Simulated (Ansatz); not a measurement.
System: 1T (CdI2-type) SnSe2. Method: PBE-D3(BJ) in Ansatz (plane waves, PAW).

Rigid layers of the crystal as relaxed at this level are moved apart or together:

| run | k mesh | layer repeat (Å) | energy against free layers (meV/Å²) | gap on the mesh (eV) |
|---|---|---|---|---|
| 1 | 12×12×6 | 5.84 | -22.02 | 0.148 |
| 2 | 12×12×6 | 5.99 | -22.57 | 0.326 |
| 3 | 12×12×6 | 6.14 | -22.32 | 0.497 |
| 4 | 12×12×6 | 6.34 | -21.16 | 0.644 |
| 5 | 12×12×6 | 6.64 | -18.52 | 0.668 |
| 6 | 12×12×6 | 7.14 | -13.73 | 0.703 |
| 7 | 12×12×4 | 8.14 | -6.92 | 0.771 |
| 8 | 12×12×4 | 10.14 | -2.04 | 0.799 |

The lowest energy of these points lies at a layer repeat of 5.99 Å.

Spin–orbit coupling is not included.

Ansatz is a program for electronic structure.
